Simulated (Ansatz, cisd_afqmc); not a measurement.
Species: NH2, charge 0, doublet. NH2 (SMILES [NH2], doublet).
HTBH set geometry:
```
N
H 1 1.0240
H 1 1.0240 2 103.16
```
Charge 0, spin multiplicity 2.

Total energies in aug-cc-pVTZ, 7 correlated electrons, 1 frozen orbitals. UHF or UKS for unpaired electrons; spin-orbit terms are left out. Cores are frozen in correlated methods. No relativity. The Monte Carlo rows (phaseless AFQMC, CISD trial, step 0.005/hartree) carry one-sigma bars that omit the constraint's bias. Outlying blocks are dropped, and bars are widened where a walk drifts. Over all cases where full CI ran beside it in this data, AFQMC minus full CI had a median of +0.1 mEh and passed +0.4 mEh in a tenth of the cases.

```
method         program        energy (Eh)  minus CCSDT(Q) (mEh)
----------  ----------  -----------------  --------------------
HF              Ansatz          -55.58805                212.45
MP2             Ansatz          -55.77663                 23.87
CCSD            Ansatz          -55.79363                  6.87
CCSD(T)         Ansatz          -55.79983                  0.67
CCSDT(Q)        Ansatz          -55.80050                  0.00
AFQMC/CISD  cisd_afqmc  -55.8003 ± 0.0002             0.2 ± 0.2
```

Rough core times of Ansatz's runs on a shared machine: CCSD(T) under 20 s, CCSDT(Q) 4 min.

Ansatz is a quantum-chemistry and plane-wave program.
